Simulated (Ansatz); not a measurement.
C4H8 (`C/C=C/C`) at its PBE0-D4/def2-TZVP geometry, where that method's forces vanish. Total charge 0; spin multiplicity 1.

| atom | x (Å) | y (Å) | z (Å) |
| --- | --- | --- | --- |
| C1 | -0.430 | 0.451 | -1.847 |
| C2 | 0.209 | -0.106 | -0.621 |
| C3 | -0.209 | 0.106 | 0.621 |
| C4 | 0.430 | -0.451 | 1.847 |
| H5 | -0.759 | -0.347 | -2.520 |
| H6 | 0.273 | 1.069 | -2.415 |
| H7 | -1.298 | 1.065 | -1.599 |
| H8 | 1.086 | -0.734 | -0.774 |
| H9 | -1.086 | 0.734 | 0.774 |
| H10 | 0.758 | 0.347 | 2.520 |
| H11 | -0.273 | -1.069 | 2.415 |
| H12 | 1.298 | -1.065 | 1.599 |

Question: For each bond, give half the difference of the two atoms' forces along it (eV/Å; positive pushes the atoms apart) under PBE-D4, r2SCAN-D4, B3LYP-D4, ωB97M-V in def2-TZVPP. (Estimate.)

Answer: The calculation gave: 
```csv
bond,length (Å),PBE-D4,r2SCAN-D4,B3LYP-D4,ωB97M-V
C1–C2,1.490,-0.15,0.01,0.17,0.30
C1–H5,1.095,0.12,-0.02,-0.06,-0.11
C1–H6,1.095,0.12,-0.02,-0.06,-0.11
C1–H7,1.092,0.12,-0.03,-0.05,-0.08
C2–C3,1.327,0.38,0.17,0.00,-0.16
C2–H8,1.090,0.05,-0.06,-0.11,-0.11
C3–C4,1.490,-0.15,0.01,0.17,0.30
C3–H9,1.090,0.05,-0.06,-0.11,-0.11
C4–H10,1.095,0.12,-0.02,-0.06,-0.11
C4–H11,1.095,0.12,-0.02,-0.06,-0.11
C4–H12,1.092,0.12,-0.03,-0.05,-0.08
```

B3LYP here is the variant with VWN-RPA as its local correlation; programs differ in this.

Results of the Gaussian-basis code of Ansatz.
